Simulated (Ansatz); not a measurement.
Bulk modulus (GPa) along a series of related solids, from PBE (Ansatz, an electronic-structure program, plane waves, PAW).

```
solid           PBE  measured
-------------  ----  --------
double-hcp La  25.0     27.9‡
hcp Hf          107       110
bcc Ta          194       198
bcc W           303       312
hcp Re          364       369
hcp Os          397       425
fcc Ir          347       365
fcc Pt          248       289
fcc Au          139       182
```

PBE less measured, from the printed values: double-hcp La -10.4 %, hcp Hf -2.7 %, bcc Ta -2.0 %, bcc W -2.9 %, hcp Re -1.4 %, hcp Os -6.6 %, fcc Ir -4.9 %, fcc Pt -14.2 %, fcc Au -24 %.

Members of the series are missing where a level wasn't run or failed, where a doubt is noted on the run or the magnetic state, for phases of high temperature or layered ones, and where values are held back for tests.

Ansatz's runs of these crystals have no spin polarisation.

Spin–orbit coupling is left out, also for the solids with elements from indium on (double-hcp La, hcp Hf, bcc Ta, bcc W, hcp Re, hcp Os, fcc Ir, fcc Pt, fcc Au); its size isn't shown.

Each level is taken at its own relaxed cell. Ansatz's density-functional and Hartree–Fock values are scalar-relativistic unless marked +SOC, with PAW data made under PBE.

Measured values are for low temperature or corrected to a static lattice; ‡ marks uncorrected values at room or unstated temperature. References as tabulated in doi:10.1021/acs.jctc.3c00612; Levämäki et al. (2014), arXiv:1402.3671; Wikipedia's data pages; Mejia-Rodriguez and Trickey (2018), arXiv:1807.09216.
